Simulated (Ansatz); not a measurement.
# C2H2F2O: the cost of one run

Method: the settings change from run to run; program: Ansatz 0.2.0, Gaussian basis.

**1. The geometry**

The structure was relaxed beforehand with PBE0-D4 in a triple-zeta def2 set.

SMILES `OC=C(F)F`, 7 atoms, charge 0, spin multiplicity 1.

Atoms are counted from 1 here; the program's logs count them from 0.

Bond lengths: O1–C2 1.362 Å, O1–H6 0.960 Å, C2–C3 1.322 Å, C2–H7 1.084 Å, C3–F4 1.311 Å, C3–F5 1.317 Å. Angles: C2–O1–H6 109.1°, O1–C2–C3 121.1°, O1–C2–H7 120.0°, C3–C2–H7 118.8°, C2–C3–F4 125.4°, C2–C3–F5 123.3°, F4–C3–F5 111.3°.

**2. B97/ANO-RCC-VTZP**

Set apart from the defaults: unrestricted orbitals, coordinates scaled by 1.05.

Contents of in.yaml:

```yaml
crystal:
  periodic: [false, false, false]
  atoms:
    - {symbol: O, position_ang: [-1.421652, 0.341128, 0.471394]}
    - {symbol: C, position_ang: [-0.004445, 0.342715, 0.280699]}
    - {symbol: C, position_ang: [0.626383, -0.680274, -0.413294]}
    - {symbol: F, position_ang: [-0.006999, -1.735686, -1.030118]}
    - {symbol: F, position_ang: [2.000751, -0.779343, -0.535415]}
    - {symbol: H, position_ang: [-1.762843, 1.288328, 0.414943]}
    - {symbol: H, position_ang: [0.633064, 1.151733, 0.763911]}
basis:
  gaussian: {orbitals: ANO-RCC-VTZP}
magnetization: {spin_polarized: true, initial_magnetization: 0}
hamiltonian: {xc: {name: B97}}
output: {forces: true}
```

Started as:

```sh
$ ansatz run in.yaml --threads 2 --pin off --events-out ev --progress --plain --max-ram 4352MiB
```

Q: Estimate wall time and peak memory on 2 threads of Arm Neoverse V1, shared host.

About 19 s, with a peak of 0.62 GiB.
